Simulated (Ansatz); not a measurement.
Ti3O4 (Cmmm)

These are results of DFT PBEsol, scalar-relativistic, plane waves, PAW in Ansatz, not measurements.

Plane waves to 420 eV, a k mesh through Γ of 8×8×12 on the computed 7-atom cell and Gaussian smearing (0.10 eV); no spin polarisation.

The structure is relaxed at this level of theory with its symmetry kept. Whether it is the stable form of this composition wasn't checked.

Space group Cmmm (No. 65). a = 5.826 Å, b = 8.061 Å, c = 2.969 Å, α = 90.00°, β = 90.00°, γ = 90.00°
```tsv
atom	site	symmetry	x	y	z
Ti	2d	mmm	0.0000	0.0000	0.5000
Ti	4e	..2/m	0.2500	0.7500	0.0000
O	4g	2mm	0.7628	0.0000	0.0000
O	4j	m2m	0.5000	0.2411	0.5000
```

```json
{
  "Space group": "Cmmm (No. 65)",
  "Volume per atom": "67.2 bohr³",
  "Formation energy from the elements' standard states (uncorrected)": "-2.879 eV/atom",
  "Kohn–Sham band gap": "none (metal)",
  "Density of states at the Fermi level": "3.04 states/eV per cell",
  "Löwdin character within 0.5 eV of the Fermi level": "Ti 3d 87 %, O 2p 12 %",
  "Bulk modulus": "196 GPa",
  "Its pressure derivative": "4.6",
  "Bader charges (e)": "Ti (1 in the cell) 1.72, Ti (2 in the cell) 1.77, O (2 in the cell) -1.28, O (2 in the cell) -1.36"
}
```

Spin polarisation was left out, and a magnetic state may lie lower.

A ferromagnetic start lost its moments in a first run, so spin was left out; other magnetic orders weren't tried.